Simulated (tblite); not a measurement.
Compound: C₃H₇FO₂.
SMILES with atom numbers: `[CH3:1][O:2][CH2:3][O:4][CH2:5][F:6]` (hydrogens: H7, H8, H9 on C1; H10, H11 on C3; H12, H13 on C5)

Computed with GFN2-xTB (tblite), gas phase: Langevin dynamics at 600 K from the optimised GFN2-xTB geometry, time step 0.5 fs, friction 0.01 fs⁻¹, 2000 steps.

Start geometry:
```
atom  x, y, z in Å
C1     -1.813    0.020   -0.530
O2     -1.049   -0.175    0.645
C3      0.102   -0.921    0.449
O4      1.081   -0.233   -0.310
C5      1.653    0.831    0.340
F6      2.545    0.396    1.294
H7     -1.230    0.531   -1.301
H8     -2.663    0.634   -0.242
H9     -2.165   -0.940   -0.923
H10    -0.095   -1.840   -0.120
H11     0.487   -1.164    1.446
H12     0.918    1.454    0.871
H13     2.225    1.407   -0.394
```

The statistics below take the 31 frames saved every 25 fs from 250 to 1000 fs; their kinetic temperature (all 3N coordinates) averages 588 K.

**Question.** How do the bond lengths spread?

**Answer.** 
```json
{"bond": "C1–O2", "start (Å)": "1.415", "mean (Å)": "1.429", "standard deviation (Å)": "0.050", "shortest (Å)": "1.333", "longest (Å)": "1.523"}
{"bond": "O2–C3", "start (Å)": "1.386", "mean (Å)": "1.396", "standard deviation (Å)": "0.054", "shortest (Å)": "1.285", "longest (Å)": "1.511"}
{"bond": "C3–O4", "start (Å)": "1.416", "mean (Å)": "1.426", "standard deviation (Å)": "0.048", "shortest (Å)": "1.322", "longest (Å)": "1.531"}
{"bond": "O4–C5", "start (Å)": "1.372", "mean (Å)": "1.384", "standard deviation (Å)": "0.039", "shortest (Å)": "1.288", "longest (Å)": "1.470"}
{"bond": "C5–F6", "start (Å)": "1.376", "mean (Å)": "1.378", "standard deviation (Å)": "0.038", "shortest (Å)": "1.300", "longest (Å)": "1.454"}
{"bond": "C1–H7", "start (Å)": "1.094", "mean (Å)": "1.096", "standard deviation (Å)": "0.030", "shortest (Å)": "1.014", "longest (Å)": "1.156"}
{"bond": "C1–H8", "start (Å)": "1.087", "mean (Å)": "1.102", "standard deviation (Å)": "0.034", "shortest (Å)": "1.044", "longest (Å)": "1.185"}
{"bond": "C1–H9", "start (Å)": "1.095", "mean (Å)": "1.100", "standard deviation (Å)": "0.037", "shortest (Å)": "1.018", "longest (Å)": "1.168"}
{"bond": "C3–H10", "start (Å)": "1.099", "mean (Å)": "1.099", "standard deviation (Å)": "0.027", "shortest (Å)": "1.045", "longest (Å)": "1.148"}
{"bond": "C3–H11", "start (Å)": "1.097", "mean (Å)": "1.107", "standard deviation (Å)": "0.039", "shortest (Å)": "1.043", "longest (Å)": "1.211"}
{"bond": "C5–H12", "start (Å)": "1.101", "mean (Å)": "1.110", "standard deviation (Å)": "0.043", "shortest (Å)": "1.001", "longest (Å)": "1.198"}
{"bond": "C5–H13", "start (Å)": "1.095", "mean (Å)": "1.118", "standard deviation (Å)": "0.056", "shortest (Å)": "1.011", "longest (Å)": "1.248"}
```

**Question.** Give the same statistics for bond angles, one of each kind among heavy atoms.

**Answer.** 
| angle | start (°) | mean (°) | standard deviation (°) | smallest (°) | largest (°) |
| --- | --- | --- | --- | --- | --- |
| C1–O2–C3 | 113.9 | 114.7 | 5.0 | 104.1 | 128.4 |
| O2–C3–O4 | 112.9 | 112.2 | 4.6 | 104.1 | 121.7 |
| C3–O4–C5 | 114.3 | 116.2 | 4.5 | 107.8 | 127.2 |
| O4–C5–F6 | 110.7 | 111.0 | 3.9 | 104.1 | 118.3 |

**Question.** How far does each atom move about its mean position (frames aligned on the start, all atoms weighted alike), and what rms force does it feel?

**Answer.** 
```
atom  rms displacement (Å)  rms force (eV/Å)
  C1                  0.22              2.51
  O2                  0.28              2.18
  C3                  0.23              2.42
  O4                  0.31              1.91
  C5                  0.18              2.54
  F6                  0.56              1.12
  H7                  0.72              1.24
  H8                  0.62              1.27
  H9                  0.73              1.17
 H10                  0.28              1.19
 H11                  0.35              1.40
 H12                  0.57              1.46
 H13                  0.38              1.70
```

The displacements run from 0.18 to 0.73 Å.

**Question.** How widely does the potential energy scatter, against a harmonic estimate?

**Answer.** Mean 0.84 eV above the start, standard deviation 0.236 eV, range 0.53 to 1.61 eV. For 33 classical harmonic modes at 600 K the canonical values are 33kT/2 = 0.85 eV and kT·√(33/2) = 0.210 eV.

The run is classical and short, so these are rough statistics of one trajectory.

The cost below is that of the whole dynamics run. Time: 5.7 s of wall time. Hardware: an Arm Neoverse V2 with one thread, no GPU (shared host).
